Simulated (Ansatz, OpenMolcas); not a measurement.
# The same job for OpenMolcas

This Ansatz 0.2.0 job computes CH7AlSi (SMILES [CH3][AlH][SiH3]):

run.yaml:
```yaml
crystal:
  periodic: [false, false, false]
  atoms:
    - {symbol: C, position_ang: [-1.428400, 0.967200, -0.792400]}
    - {symbol: Al, position_ang: [0.409100, 0.309500, -0.720900]}
    - {symbol: Si, position_ang: [1.161700, -1.107300, 1.145400]}
    - {symbol: H, position_ang: [-1.909200, 0.659300, -1.727500]}
    - {symbol: H, position_ang: [-2.050600, 0.624100, 0.036600]}
    - {symbol: H, position_ang: [-1.438000, 2.063000, -0.790400]}
    - {symbol: H, position_ang: [1.416900, 0.709200, -1.887700]}
    - {symbol: H, position_ang: [0.334900, -2.347600, 1.241000]}
    - {symbol: H, position_ang: [1.000200, -0.395000, 2.448500]}
    - {symbol: H, position_ang: [2.586600, -1.533600, 1.050400]}
basis:
  gaussian:
    orbitals: cc-pVDZ
hamiltonian:
  xc: {name: BLYP}
accuracy: high
output: {orbitals: {seedname: orbitals}}
```

```bash
$ ansatz run run.yaml --threads 1 --pin off --max-ram 3480MiB --events-out events.jsonl --progress --plain --runs-dir runs
```

Geometry: relaxed at PBE0-D4/def2-TZVP.

It gives a total energy of -574.163852 Eh.

Problem. Translate the job to OpenMolcas 26.06 as an input file of the program's own, asking for the gradient.

Solution. One way, which was run:

input.xyz:
```
10

C     -1.428400     0.967200    -0.792400
Al     0.409100     0.309500    -0.720900
Si     1.161700    -1.107300     1.145400
H     -1.909200     0.659300    -1.727500
H     -2.050600     0.624100     0.036600
H     -1.438000     2.063000    -0.790400
H      1.416900     0.709200    -1.887700
H      0.334900    -2.347600     1.241000
H      1.000200    -0.395000     2.448500
H      2.586600    -1.533600     1.050400
```

run.inp:
```
&GATEWAY
BASLIB=$CurrDir
COORD=input.xyz
BASIS=cc-pVDZ
GROUP=NoSym
&SEWARD
GRIDINPUT
Grid=UltraFine
End of Grid
&SCF
KSDFT=BLYP
THRESHOLDS=1e-10 1e-07 1e-07 1e-05
PRORBITALS=1 1
&ALASKA
```

```bash
$ export MOLCAS_MEM=1860
$ pymolcas run.inp > run.log
```

(Basis files named in the input come from the Basis Set Exchange and aren't shown.)

Its energy is -574.163851 Eh, the same as the first but for the last digit, at most.
